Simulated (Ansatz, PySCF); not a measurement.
The pair A = NH3 (SMILES N) (first 4 atoms), B = NH3 (SMILES N); geometry from S22 set.
(charge 0, multiplicity 1):
```xyz
8

N     -1.57872    -0.04661     0.00000
H     -2.15862     0.13640    -0.80956
H     -2.15862     0.13640     0.80956
H     -0.84947     0.65819     0.00000
N      1.57872     0.04661     0.00000
H      2.15862    -0.13640    -0.80956
H      0.84947    -0.65819     0.00000
H      2.15862    -0.13640     0.80956
```

Cores are frozen in the correlated methods. Rows in 6-31G* carry no dispersion term and start afresh at each structure (6-31G* with six Cartesian d functions). MP2/6-31G* freezes PySCF's default core.

Programs: Ansatz (Gaussian orbitals); PySCF for 6-31G* rows. 

Total energies (hartree), monomers frozen at their geometry in the pair:

```csv
structure,MP2/6-31G*,CCSD(T)/aug-cc-pVDZ,CCSD(T)/aug-cc-pVTZ
AB,-112.7157498,-112.8558359,-112.9662232
A in the pair's basis,-56.3557044,-56.4258313,-56.4807323
B in the pair's basis,-56.3557044,-56.4258313,-56.4807323
A,-56.3541692,-56.4252640,-56.4805504
B,-56.3541692,-56.4252640,-56.4805504
```

### Question
Work out the interaction energy without and with the counterpoise correction, and the superposition error, for each level.

### Answer

E(AB) − E(A) − E(B), times 627.509 kcal/mol, with the monomers in their own basis and then in the pair's basis:
- MP2/6-31G*: -4.65 uncorrected, -2.72 corrected; the monomers gain 1.93 kcal/mol from borrowed functions
- CCSD(T)/aug-cc-pVDZ: -3.33 uncorrected, -2.62 corrected; the monomers gain 0.71 kcal/mol from borrowed functions
- CCSD(T)/aug-cc-pVTZ: -3.21 uncorrected, -2.99 corrected; the monomers gain 0.23 kcal/mol from borrowed functions

Ansatz is a quantum-chemistry and plane-wave program.
